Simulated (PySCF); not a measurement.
Bond length, frequency and bond energy of LiO by level of theory

State: ²Π (doublet), unpaired electrons π ↑. Set-up: Li aug-pcseg-1, O aug-pcseg-1; no relativity (PySCF 2.14). De refers to Li + O in their high-spin ground configurations, without counterpoise correction. The functionals are run spin-unrestricted. A positive dipole means Li(−)O(+).

```csv
Level,Re (Å),ωe (cm⁻¹),De (eV),μ (D),"CPU s a point (SCF and correlation, without the integrals)"
UHF,1.713,813,1.83,-6.94,0.04
UHF-MP2,1.726,783,3.48,n/a,0.063
UHF-SCS-MP2,1.722,789,3.43,n/a,n/a
UHF-CCSD,1.722,788,3.33,n/a,n/a
UHF-CCSD(T),1.726,779,3.39,n/a,1.1
PBE,1.727,766,3.80,-6.49,0.26
BLYP,1.725,765,3.86,-6.48,0.18
r²SCAN,1.726,777,3.69,-6.67,0.41
TPSSh,1.720,780,3.58,-6.58,0.44
PBE0,1.714,793,3.53,-6.62,0.37
r²SCAN0,1.715,796,3.49,-6.74,0.44
HSE06,1.713,792,3.54,-6.62,0.38
```

Task: Which functional lies closest to UHF-CCSD(T) in De, which farthest, and by how much do they differ from it?

Result: Closest is r²SCAN0 (-1.1 pm in Re, +2.2 % in ωe, +0.10 eV in De against UHF-CCSD(T) in the same basis), farthest BLYP (-0.1 pm in Re, -1.8 % in ωe, +0.47 eV in De). CCSD(T) converges more slowly with the basis than the functionals do and binds too weakly in this one, so the order can change at the basis-set limit.

Task: What does the step from GGA to meta-GGA do here, going from PBE to r²SCAN?

Result: r²SCAN less PBE: -0.1 pm in Re, +1.4 % in ωe, -0.11 eV in De. 

Task: What does second-order correlation do here, going from UHF to UHF-MP2?

Result: UHF-MP2 less UHF: +1.3 pm in Re, -3.7 % in ωe, +1.65 eV in De. Correlation nearly always deepens the well. The bond lengthens, as in strong covalent bonds, where excitations into antibonding orbitals dominate.

Correlated steps freeze 1 core orbital. Correlated levels converge slowly with the basis: in double zeta they bind strong bonds too weakly, by up to about 1 eV, and carry superposition errors of some tenths. The state is the lowest determinant that a PBE0 search found; another state may lie lower at other levels.

The whole job (state search and all levels along the bond) took about 0.82 min on 1 thread of Arm Neoverse V2 (shared host), peak memory 0.41 GiB.
